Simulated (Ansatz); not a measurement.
C₃H₅NO₂ (`N/C=C\OC=O`), relaxed with RKS PBE-D4/def2-SVP in the Gaussian-basis code of Ansatz from a rough embedded geometry. The force threshold is 0.03 eV/Å; the program also tests the step.

Total charge 0; spin multiplicity 1.

Start:

```xyz
11

N     0.447    1.686   -1.118
C     0.767    0.383   -1.060
C     0.319   -0.473   -0.182
O    -0.585   -0.167    0.904
C    -0.906   -1.103    1.733
O    -0.562   -2.262    1.751
H     0.445    2.073   -2.045
H    -0.303    1.960   -0.525
H     1.424    0.065   -1.804
H     0.544   -1.531   -0.165
H    -1.590   -0.630    2.510
```

```
        step  energy (eV)  largest force (eV/Å)  largest move (Å)
           1   -8759.2167                 4.018             0.000
           2   -8759.5848                 1.740             0.123
3 (rejected)   -8759.5527                 1.858             0.104
           4   -8759.6575                 0.322             0.052
           5   -8759.6622                 0.134             0.014
           6   -8759.6632                 0.033             0.013
           7   -8759.6634                 0.018             0.007
```

End:

```xyz
11

N     0.431    1.698   -1.077
C     0.742    0.351   -1.090
C     0.340   -0.569   -0.180
O    -0.536   -0.155    0.826
C    -0.927   -1.069    1.750
O    -0.583   -2.228    1.792
H     0.417    2.171   -1.981
H    -0.346    1.963   -0.468
H     1.430    0.020   -1.883
H     0.655   -1.618   -0.155
H    -1.622   -0.564    2.466
```

Hardware: 4 threads of an Arm Neoverse V1 on a shared host. Wall time 9 s, peak host memory 0.15 GiB.
